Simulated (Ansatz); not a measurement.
**SiH3 (doublet): from Hartree-Fock to the top rungs, cc-pVDZ**

The task here is to estimate one member of a computed series from the others.

Method: cc-pVDZ, core rule «outside noble gas», up to 5 orbitals frozen; program: Ansatz 0.2.0, Gaussian basis.

Plan: UHF; CCSD(T) on ROHF; CCSD(T) on UHF; BCCD(T) on ROHF; CISD; CCSDT(Q) on ROHF; CCSDT(Q) on UHF; CASSCF and MRCISD+Q, 7 electrons in 7 orbitals; CASSCF and NEVPT2, 7 electrons in 7 orbitals.

17 further runs of the same task are left out: 2 for a known fault of the program, 6 that didn't finish, 9 set aside as unsound or not needed.

**The geometry**

The geometry is a PBE0/def2-TZVP stationary point (not a proven minimum).

4 atoms, charge 0, spin multiplicity 2.

Atoms are counted from 1 here; the program's logs count them from 0.

Bond lengths: Si1–H2 1.486 Å, Si1–H3 1.486 Å, Si1–H4 1.486 Å. Angles: H2–Si1–H3 111.3°, H2–Si1–H4 111.3°, H3–Si1–H4 111.3°.

The first run:

File in.yaml:

```yaml
crystal:
  periodic: [false, false, false]
  atoms:
    - {symbol: Si, position_ang: [0.000090, -0.000062, -0.043737]}
    - {symbol: H, position_ang: [1.415348, 0.014593, 0.409118]}
    - {symbol: H, position_ang: [-0.721058, 1.220018, 0.403029]}
    - {symbol: H, position_ang: [-0.696788, -1.232882, 0.406559]}
basis:
  gaussian: {orbitals: cc-pVDZ}
magnetization: {spin_polarized: true, initial_magnetization: 1}
hamiltonian: {xc: hf}
output: {orbitals: {seedname: orbitals}}
```

On the command line:

```sh
$ ansatz run in.yaml --threads 1 --pin off --events-out ev --progress --plain --max-ram 2393MiB
```

Among the steps run: UHF; CCSD(T) on ROHF; CCSD(T) on UHF; BCCD(T) on ROHF; CISD; CCSDT(Q) on ROHF; CCSDT(Q) on UHF; CASSCF and MRCISD+Q, 7 electrons in 7 orbitals; CASSCF and NEVPT2, 7 electrons in 7 orbitals.

One table of the session follows, with a row left open; its other results are not shown here.

```
          method  from UCCSDT(Q) (kJ/mol)
            ROHF                   +329.1
             UHF                   +325.3
            RMP2                    +78.0
            UMP2                    +77.4
            CISD                        ?
           RCCSD                     +7.5
           UCCSD                     +7.5
        RCCSD(T)                     +1.8
        UCCSD(T)                     +1.7
         BCCD(T)                     +1.7
          RCCSDT                     +0.1
          UCCSDT                     +0.1
       RCCSDT(Q)                      0.0
       UCCSDT(Q)                        0
  CASSCF valence                   +216.0
  NEVPT2 valence                    +69.6
  MRCISD valence                     +9.8
MRCISD+Q valence                     +0.7
```

**Question.** Estimate the row for CISD.

The run gave: from UCCSDT(Q) (kJ/mol): +19.7. In the column «from UCCSDT(Q) (kJ/mol)» it lies between MRCISD valence (+9.8) and NEVPT2 valence (+69.6).

With the free atoms at the same levels and basis (separate runs), the atomisation energy is 9.132 eV at UCCSDT(Q), 9.126 eV at RCCSD(T), 9.126 eV at UCCSD(T), 7.601 eV at ROHF.

To keep in mind: Restricted and unrestricted rows rest on different reference determinants; where their highest levels disagree by more than a few hundredths of an eV, they describe different states and don't form one ladder.
